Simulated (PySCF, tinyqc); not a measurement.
Inside a calculation. Method: CIS and TDHF on RHF in the sto-3g basis, frozen core, for BH, spin multiplicity 1. The lowest restricted solution is unstable here: a spin-polarised one lies 0.0115 hartree lower (PySCF). One step of it, computed by the program tinyqc.

Problem. CIS matrix, singlets. A(ia,jb) = (e_a - e_i) d_ij d_ab + 2 (ia|jb) - (ij|ab).

orbital energies (hartree): MO1 -7.337603, MO2 -0.583845, MO3 -0.245837, MO4 0.270233, MO5 0.270233, MO6 0.733890

Two-electron integrals over orbitals (pq|rs), unique and non-zero (hartree); the lowest 1 orbital is frozen and left out:
```
(22|22) 0.590081    (32|22) -0.073378   (32|32) 0.063414    (33|22) 0.415617
(33|32) 0.049426    (33|33) 0.569871    (42|42) 0.059604    (43|42) 0.043025
(43|43) 0.063936    (44|22) 0.460976    (44|32) 0.043327    (44|33) 0.506948
(44|44) 0.586773    (52|52) 0.059604    (53|52) 0.043025    (53|53) 0.063936
(54|54) 0.031630    (55|22) 0.460976    (55|32) 0.043327    (55|33) 0.506948
(55|44) 0.523513    (55|55) 0.586773    (62|22) 0.004559    (62|32) -0.051960
(62|33) -0.034837   (62|44) -0.091496   (62|55) -0.091496   (62|62) 0.121914
(63|22) -0.054234   (63|32) 0.053690    (63|33) 0.076404    (63|44) 0.038870
(63|55) 0.038870    (63|62) -0.052781   (63|63) 0.073515    (64|42) -0.036800
(64|43) -0.014242   (64|64) 0.033032    (65|52) -0.036800   (65|53) -0.014242
(65|65) 0.033032    (66|22) 0.582262    (66|32) -0.062818   (66|33) 0.456984
(66|44) 0.476934    (66|55) 0.476934    (66|62) 0.016000    (66|63) -0.042132
(66|66) 0.615326
```

Give: CIS matrix A, singlet.

Solution.

CIS matrix A, singlet (hartree), lower triangle:
```
       2>4    2>5     2>6    3>4    3>5    3>6
2>4  0.512
2>5  0.000  0.512
2>6  0.000  0.000   0.979
3>4  0.043  0.000   0.000  0.137
3>5  0.000  0.043   0.000  0.000  0.137
3>6  0.000  0.000  -0.043  0.000  0.000  0.670
```
